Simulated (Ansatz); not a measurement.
Born–Oppenheimer molecular dynamics of BH₄N (6 atoms, charge 0, multiplicity 1). It starts at the highest image of a converged band. Of that band: Neighbouring images differ by up to 2.2 eV, so the band resolves the path poorly. A vibrational analysis at the climbing image gives one clearly imaginary mode, 1202i cm⁻¹: a first-order saddle point.

These are results of Ansatz 0.2.0, RKS revPBE/def2-SVP, not measurements.

```json
{
  "ensemble": "NVE (velocity Verlet)",
  "time step": "0.5 fs",
  "steps asked": "200",
  "starting velocities drawn for": "300 K",
  "seed": "4075"
}
```

First frame:

```xyz
6
Properties=species:S:1:pos:R:3
B 0.230 0.539 -0.130
N 0.808 -0.030 1.195
H 0.334 -0.612 1.946
H 1.582 0.504 1.610
H 1.403 -0.436 0.299
H -0.894 0.036 -0.233
```

(1) What does the run give?

(2) What happens to the structure?

(3) How do temperature and energy run in time?

Results:

(1) The run went to its last step.

```yaml
steps_done: 200
time_covered: 100 fs
mean_temperature_over_the_second_half: 447 K
spread_of_the_potential_energy_over_the_second_half: 10.2 meV per atom
mean_potential_energy_of_the_second_half_above_the_start: -12.6 meV per atom
```

The conserved energy stayed within 0.12 meV per atom of its start (net change 0.023 meV per atom), so the integration is sound. The kinetic energy rose, since the run started high on the potential surface and went downhill. A run of 0.1 ps of so small a system gives no equilibrium averages. The orbitals stay closed-shell, which can raise the energy where a bond breaks towards radicals; this wasn't checked here.

(2) Between its relaxed ends the band would form N2–H5 and break B1–H5. These pairs go: N2–H5 1.15 → 1.07 Å, B1–H5 1.58 → 2.48 Å. In the last frame they stand as after the step (other bonds may differ from the relaxed reactants and products). It ends as one piece, BH4N. Pairs count as bonded within 1.25 times the sum of covalent radii (0.12 Å more for H–H). This is one draw of velocities; another would differ in detail.

(3) 
```
time (fs)  T (K)  potential energy less start (eV)  conserved less start (meV/atom)
        0    300                             0.000                             0.00
        8    468                            -0.087                             0.04
       16    512                            -0.109                             0.07
       24    431                            -0.068                             0.01
       32    400                            -0.052                             0.00
       40    236                             0.033                             0.07
       48    298                             0.001                             0.07
       56    484                            -0.095                             0.02
       64    493                            -0.100                             0.01
       72    491                            -0.099                             0.04
       80    411                            -0.057                             0.05
       88    299                             0.001                             0.02
       96    513                            -0.110                             0.03
```

Run time: 120 s on 1 thread of Arm Neoverse V2, with other jobs on the host, peak memory 0.086 GiB.
